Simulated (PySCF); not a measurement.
A small calculation by hand: entropy of an ideal gas

nitrogen (N2), SMILES N#N.

Coordinates come from a B3LYP-D3(BJ)/def2-TZVPD optimisation.

PySCF with B3LYP-D3(BJ)/def2-TZVPD gives the harmonic wavenumbers 2454 cm⁻¹ and the rotational temperature 2.9107 K. The molar mass is 28.01 g/mol, the symmetry number 2, the spin multiplicity 1.

### Question
Work out the entropy at 298.15 K and 1 atm in the rigid-rotor, harmonic-oscillator model.

### Answer

Translation (Sackur–Tetrode at 1 atm): S = R[1.5 ln M + 2.5 ln T − 1.16487] = 150.3 J/(mol K).
Rotation: q = T/(σ θ) = 51.2, S = R[ln q + 1] = 41.0 J/(mol K).
Vibration: with u = 1.4388 ν/T, each mode gives R[u/(e^u − 1) − ln(1 − e^−u)]; all modes are too stiff to count. Sum 0.0 J/(mol K).
Spin: R ln 1 = 0.0 J/(mol K).
Total 191.3 J/(mol K); the program's own thermochemistry gives 191.4. Translation makes up 79 % and vibration 0 %. Anharmonicity, hindered rotation and orbital degeneracy are left out.
